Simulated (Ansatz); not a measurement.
Ansatz (a program for electronic structure) input (B3LYP/6-31G*):

Ansatz 0.2 input:
```yaml
crystal:
  periodic: [false, false, false]
  atoms:
    - {symbol: C, position_ang: [0.87285059, 1.67600230, -0.12254793]}
    - {symbol: C, position_ang: [0.10940615, 0.63216804, 0.03788226]}
    - {symbol: C, position_ang: [-0.68906421, -0.44673075, 0.20729058]}
    - {symbol: C, position_ang: [-0.34623932, -1.76681653, -0.09039300]}
    - {symbol: H, position_ang: [1.54250664, 2.03210822, 0.66329024]}
    - {symbol: H, position_ang: [0.88602998, 2.24853924, -1.05250493]}
    - {symbol: H, position_ang: [-1.68525024, -0.25766167, 0.61228840]}
    - {symbol: H, position_ang: [0.62790671, -2.01932777, -0.49496075]}
    - {symbol: H, position_ang: [-1.05291228, -2.57139644, 0.07849561]}
basis:
  gaussian:
    orbitals: 6-31G*
hamiltonian:
  xc: {name: B3LYP}
magnetization: {spin_polarized: true, initial_magnetization: 1}
phonons: {temperatures: {t_min: 298.15, t_max: 298.15, t_step: 100}}
```

Output:

```
WARN ansatz: RAYON_NUM_THREADS=1 ignored (pool sized by the plan → 1); use --threads N
Functional definition: B3LYP
integrals: 0.02 GiB planned
822 factors; integrals over basis functions are off by at most 4.5e-4 eV
mean field: 0.28 GiB planned
mean field evaluation 1: about -4221.6896 eV, gradient 3.1e1 eV
mean field evaluation 2: about -4222.1528 eV, gradient 2.9e1 eV
mean field evaluation 4: about -4226.5939 eV, gradient 2.0e0 eV
mean field evaluation 8: about -4226.6320 eV, gradient 3.7e-1 eV
mean field evaluation 16: about -4226.6333 eV, gradient 7.1e-4 eV
mean field -4226.63330202 eV, -155.3259089342 hartree, gradient 3.4e-5 eV, S^2 0.779443; 0 other end points of the search recorded, 0 dependent functions left out
the calculation of the forces begins
reference -4226.63348657 eV, -155.3259157164 hartree; 15, 14 occupied and 55, 56 virtual orbitals, 822 factors
these checks for a lower state are left out or cut short: stability, starts, cluster_reference, orbital_swaps, neighbouring_geometries, increment
integrals: 0.02 GiB planned
822 factors; integrals over basis functions are off by at most 4.5e-4 eV
mean field: 0.28 GiB planned
mean field -4226.63319111 eV, -155.3259048583 hartree, gradient 2.9e-6 eV, S^2 0.779482; 0 other end points of the search recorded, 0 dependent functions left out
the calculation of the forces begins
reference -4226.63337566 eV, -155.3259116405 hartree; 15, 14 occupied and 55, 56 virtual orbitals, 822 factors
these checks for a lower state are left out or cut short: stability, starts, cluster_reference, orbital_swaps, neighbouring_geometries, increment
integrals: 0.02 GiB planned
822 factors; integrals over basis functions are off by at most 4.5e-4 eV
mean field: 0.28 GiB planned
mean field evaluation 32: about -4226.6332 eV, gradient 1.0e-4 eV
mean field -4226.63319110 eV, -155.3259048579 hartree, gradient 2.2e-6 eV, S^2 0.779406; 0 other end points of the search recorded, 0 dependent functions left out
the calculation of the forces begins
reference -4226.63337565 eV, -155.3259116401 hartree; 15, 14 occupied and 55, 56 virtual orbitals, 822 factors
these checks for a lower state are left out or cut short: stability, starts, cluster_reference, orbital_swaps, neighbouring_geometries, increment
integrals: 0.02 GiB planned
822 factors; integrals over basis functions are off by at most 4.5e-4 eV
mean field: 0.28 GiB planned
mean field -4226.63312519 eV, -155.3259024359 hartree, gradient 2.0e-6 eV, S^2 0.779480; 0 other end points of the search recorded, 0 dependent functions left out
the calculation of the forces begins
reference -4226.63330969 eV, -155.3259092160 hartree; 15, 14 occupied and 55, 56 virtual orbitals, 822 factors
these checks for a lower state are left out or cut short: stability, starts, cluster_reference, orbital_swaps, neighbouring_geometries, increment
integrals: 0.02 GiB planned
822 factors; integrals over basis functions are off by at most 4.5e-4 eV
mean field: 0.28 GiB planned
mean field -4226.63312649 eV, -155.3259024837 hartree, gradient 2.7e-6 eV, S^2 0.779408; 0 other end points of the search recorded, 0 dependent functions left out
the calculation of the forces begins
reference -4226.63331110 eV, -155.3259092680 hartree; 15, 14 occupied and 55, 56 virtual orbitals, 822 factors
these checks for a lower state are left out or cut short: stability, starts, cluster_reference, orbital_swaps, neighbouring_geometries, increment
integrals: 0.02 GiB planned
822 factors; integrals over basis functions are off by at most 4.5e-4 eV
mean field: 0.28 GiB planned
mean field -4226.63315714 eV, -155.3259036099 hartree, gradient 2.5e-6 eV, S^2 0.779543; 0 other end points of the search recorded, 0 dependent functions left out
the calculation of the forces begins
reference -4226.63334169 eV, -155.3259103920 hartree; 15, 14 occupied and 55, 56 virtual orbitals, 822 factors
these checks for a lower state are left out or cut short: stability, starts, cluster_reference, orbital_swaps, neighbouring_geometries, increment
integrals: 0.02 GiB planned
822 factors; integrals over basis functions are off by at most 4.5e-4 eV
mean field: 0.28 GiB planned
mean field -4226.63315641 eV, -155.3259035833 hartree, gradient 1.8e-6 eV, S^2 0.779344; 0 other end points of the search recorded, 0 dependent functions left out
the calculation of the forces begins
reference -4226.63334097 eV, -155.3259103656 hartree; 15, 14 occupied and 55, 56 virtual orbitals, 822 factors
these checks for a lower state are left out or cut short: stability, starts, cluster_reference, orbital_swaps, neighbouring_geometries, increment
integrals: 0.02 GiB planned
822 factors; integrals over basis functions are off by at most 4.5e-4 eV
mean field: 0.28 GiB planned
[...]
the calculation of the forces begins
reference -4226.63342570 eV, -155.3259134796 hartree; 15, 14 occupied and 55, 56 virtual orbitals, 822 factors
these checks for a lower state are left out or cut short: stability, starts, cluster_reference, orbital_swaps, neighbouring_geometries, increment
integrals: 0.02 GiB planned
822 factors; integrals over basis functions are off by at most 4.5e-4 eV
mean field: 0.28 GiB planned
mean field -4226.63319835 eV, -155.3259051245 hartree, gradient 2.0e-6 eV, S^2 0.779441; 0 other end points of the search recorded, 0 dependent functions left out
the calculation of the forces begins
reference -4226.63338288 eV, -155.3259119057 hartree; 15, 14 occupied and 55, 56 virtual orbitals, 822 factors
these checks for a lower state are left out or cut short: stability, starts, cluster_reference, orbital_swaps, neighbouring_geometries, increment
integrals: 0.02 GiB planned
822 factors; integrals over basis functions are off by at most 4.5e-4 eV
mean field: 0.28 GiB planned
mean field -4226.63319973 eV, -155.3259051753 hartree, gradient 1.8e-6 eV, S^2 0.779446; 0 other end points of the search recorded, 0 dependent functions left out
the calculation of the forces begins
reference -4226.63338431 eV, -155.3259119584 hartree; 15, 14 occupied and 55, 56 virtual orbitals, 822 factors
these checks for a lower state are left out or cut short: stability, starts, cluster_reference, orbital_swaps, neighbouring_geometries, increment
integrals: 0.02 GiB planned
822 factors; integrals over basis functions are off by at most 4.5e-4 eV
mean field: 0.28 GiB planned
mean field -4226.63328799 eV, -155.3259084185 hartree, gradient 2.2e-6 eV, S^2 0.779440; 0 other end points of the search recorded, 0 dependent functions left out
the calculation of the forces begins
reference -4226.63347252 eV, -155.3259152002 hartree; 15, 14 occupied and 55, 56 virtual orbitals, 822 factors
these checks for a lower state are left out or cut short: stability, starts, cluster_reference, orbital_swaps, neighbouring_geometries, increment
integrals: 0.02 GiB planned
822 factors; integrals over basis functions are off by at most 4.5e-4 eV
mean field: 0.28 GiB planned
mean field -4226.63328808 eV, -155.3259084219 hartree, gradient 2.0e-6 eV, S^2 0.779447; 0 other end points of the search recorded, 0 dependent functions left out
the calculation of the forces begins
reference -4226.63347265 eV, -155.3259152047 hartree; 15, 14 occupied and 55, 56 virtual orbitals, 822 factors
these checks for a lower state are left out or cut short: stability, starts, cluster_reference, orbital_swaps, neighbouring_geometries, increment
integrals: 0.02 GiB planned
822 factors; integrals over basis functions are off by at most 4.5e-4 eV
mean field: 0.28 GiB planned
mean field evaluation 192: about -4226.6332 eV, gradient 2.6e-6 eV
mean field -4226.63319540 eV, -155.3259050162 hartree, gradient 2.6e-6 eV, S^2 0.779451; 0 other end points of the search recorded, 0 dependent functions left out
the calculation of the forces begins
reference -4226.63337998 eV, -155.3259117993 hartree; 15, 14 occupied and 55, 56 virtual orbitals, 822 factors
these checks for a lower state are left out or cut short: stability, starts, cluster_reference, orbital_swaps, neighbouring_geometries, increment
integrals: 0.02 GiB planned
822 factors; integrals over basis functions are off by at most 4.5e-4 eV
mean field: 0.28 GiB planned
mean field -4226.63319552 eV, -155.3259050206 hartree, gradient 2.4e-6 eV, S^2 0.779436; 0 other end points of the search recorded, 0 dependent functions left out
the calculation of the forces begins
reference -4226.63338005 eV, -155.3259118018 hartree; 15, 14 occupied and 55, 56 virtual orbitals, 822 factors
these checks for a lower state are left out or cut short: stability, starts, cluster_reference, orbital_swaps, neighbouring_geometries, increment
integrals: 0.02 GiB planned
822 factors; integrals over basis functions are off by at most 4.5e-4 eV
mean field: 0.28 GiB planned
mean field -4226.63328963 eV, -155.3259084789 hartree, gradient 2.5e-6 eV, S^2 0.779441; 0 other end points of the search recorded, 0 dependent functions left out
the calculation of the forces begins
reference -4226.63347418 eV, -155.3259152610 hartree; 15, 14 occupied and 55, 56 virtual orbitals, 822 factors
these checks for a lower state are left out or cut short: stability, starts, cluster_reference, orbital_swaps, neighbouring_geometries, increment
integrals: 0.02 GiB planned
822 factors; integrals over basis functions are off by at most 4.5e-4 eV
mean field: 0.28 GiB planned
mean field -4226.63328888 eV, -155.3259084515 hartree, gradient 2.2e-6 eV, S^2 0.779446; 0 other end points of the search recorded, 0 dependent functions left out
the calculation of the forces begins
reference -4226.63347344 eV, -155.3259152338 hartree; 15, 14 occupied and 55, 56 virtual orbitals, 822 factors
these checks for a lower state are left out or cut short: stability, starts, cluster_reference, orbital_swaps, neighbouring_geometries, increment
integrals: 0.02 GiB planned
822 factors; integrals over basis functions are off by at most 4.5e-4 eV
mean field: 0.28 GiB planned
mean field -4226.63324269 eV, -155.3259067541 hartree, gradient 2.7e-6 eV, S^2 0.779440; 0 other end points of the search recorded, 0 dependent functions left out
the calculation of the forces begins
reference -4226.63342722 eV, -155.3259135353 hartree; 15, 14 occupied and 55, 56 virtual orbitals, 822 factors
these checks for a lower state are left out or cut short: stability, starts, cluster_reference, orbital_swaps, neighbouring_geometries, increment
integrals: 0.02 GiB planned
822 factors; integrals over basis functions are off by at most 4.5e-4 eV
mean field: 0.28 GiB planned
mean field evaluation 224: about -4226.6332 eV, gradient 2.2e-5 eV
mean field -4226.63324345 eV, -155.3259067819 hartree, gradient 2.6e-6 eV, S^2 0.779447; 0 other end points of the search recorded, 0 dependent functions left out
the calculation of the forces begins
reference -4226.63342803 eV, -155.3259135651 hartree; 15, 14 occupied and 55, 56 virtual orbitals, 822 factors
these checks for a lower state are left out or cut short: stability, starts, cluster_reference, orbital_swaps, neighbouring_geometries, increment
integrals: 0.02 GiB planned
822 factors; integrals over basis functions are off by at most 4.5e-4 eV
mean field: 0.28 GiB planned
mean field -4226.63326537 eV, -155.3259075873 hartree, gradient 2.2e-6 eV, S^2 0.779438; 0 other end points of the search recorded, 0 dependent functions left out
the calculation of the forces begins
reference -4226.63344991 eV, -155.3259143693 hartree; 15, 14 occupied and 55, 56 virtual orbitals, 822 factors
these checks for a lower state are left out or cut short: stability, starts, cluster_reference, orbital_swaps, neighbouring_geometries, increment
integrals: 0.02 GiB planned
822 factors; integrals over basis functions are off by at most 4.5e-4 eV
mean field: 0.28 GiB planned
mean field -4226.63326557 eV, -155.3259075947 hartree, gradient 1.9e-6 eV, S^2 0.779449; 0 other end points of the search recorded, 0 dependent functions left out
the calculation of the forces begins
reference -4226.63345013 eV, -155.3259143771 hartree; 15, 14 occupied and 55, 56 virtual orbitals, 822 factors
Total energy: -4226.63348657 eV, -155.3259157164 hartree
Atom 0 at     0.872851     1.676002    -0.122548 Å, force    -0.000069    -0.000142     0.000008 eV/Å
Atom 1 at     0.109406     0.632168     0.037882 Å, force     0.000145     0.000316    -0.000016 eV/Å
Atom 2 at    -0.689064    -0.446731     0.207291 Å, force    -0.000107    -0.000628    -0.000038 eV/Å
Atom 3 at    -0.346239    -1.766817    -0.090393 Å, force     0.000294     0.000318    -0.000073 eV/Å
Atom 4 at     1.542507     2.032108     0.663290 Å, force     0.000072     0.000003     0.000012 eV/Å
Atom 5 at     0.886030     2.248539    -1.052505 Å, force     0.000047     0.000011    -0.000055 eV/Å
Atom 6 at    -1.685250    -0.257662     0.612288 Å, force    -0.000077    -0.000014     0.000027 eV/Å
Atom 7 at     0.627907    -2.019328    -0.494961 Å, force    -0.000197     0.000194     0.000100 eV/Å
Atom 8 at    -1.052912    -2.571396     0.078496 Å, force    -0.000109    -0.000058     0.000034 eV/Å
Dipole moment:    -0.019747     0.007857     0.008546 e Å
Vibrations: 217.96 228.51 494.42 528.62 575.15 725.95 881.16 914.60 940.62 1000.25 1102.41 1209.43 1398.22 1479.57 1517.32 1928.52 3097.06 3133.32 3153.06 3182.33 3278.60 cm⁻¹, zero-point energy 1.920954 eV
```

The blocks after the first are displaced geometries, from whose forces the wavenumbers follow.
